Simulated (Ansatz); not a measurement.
**Structure relaxation of CrN₂**

Method: DFT r2SCAN, scalar-relativistic, plane waves, PAW (Ansatz). Cutoff 500 eV, Γ-centred k mesh, Gaussian smearing, collinear spin, first started from parallel moments.

The start is a database structure of CrN₂, space group Pnnm (No. 58).

```xyz
6
Lattice="3.9018 0.0000 0.0000 0.0000 4.8095 0.0000 0.0000 0.0000 2.7842" Properties=species:S:1:pos:R:3 pbc="T T T"
Cr    1.9509    2.4048    1.3921
Cr    0.0000    0.0000    0.0000
N     2.4731    0.4270    1.3921
N     1.4287    4.3825    1.3921
N     0.5222    1.9778    0.0000
N     3.3796    2.8317    0.0000
```

Steps on the 10×8×14 mesh (6 atoms). 4 of 6 steps are shown, and the free energy counts from the last. Trial steps that were taken back and renewals of the plane-wave basis can be among the rows.

```
step  ΔF (meV/atom) V (Å³/atom) P (GPa) largest force component (eV/Å)
   1            3.1         8.71    -2.75                           0.032
   2            0.2         8.68    -0.80                           0.055
   3            0.0         8.66    -0.26                           0.030
   6            0.0         8.64     0.02                           0.001
```

A final relaxation ran on a 10×8×14 mesh. The relaxed crystal, Pnnm (No. 58):

Space group Pnnm (No. 58). a = 3.848 Å, b = 4.791 Å, c = 2.812 Å, α = 90.00°, β = 90.00°, γ = 90.00°
| atom | site | symmetry | x | y | z |
| --- | --- | --- | --- | --- | --- |
| Cr | 2a | ..2/m | 0.5000 | 0.5000 | 0.5000 |
| N | 4g | ..m | 0.6351 | 0.0893 | 0.5000 |

```json
{
  "Volume per atom": "8.64 Å³",
  "Density": "5.13 g/cm³",
  "Energy over the elements": "-0.26 eV/atom",
  "Gap on the 10×8×14 mesh": "0 eV (a metal)",
  "Net moment per atom": "0.72 μB",
  "Largest site moment": "2.10 μB"
}
```

Formation energies are uncorrected and refer to the elements' standard structures at the same level (N₂ as a molecule).

The final run used a 10×8×14 mesh on its 6-atom cell and 0.10 eV smearing. For metals, differences of a few meV/atom aren't resolved. The magnetic state reached may not be the lowest.

Symmetry constrained the relaxation, so the result can be a saddle point.

Cost: 2 runs of about 6.8 core-minutes in all, on Intel Xeon 6975P-C (Granite Rapids) (shared hosts).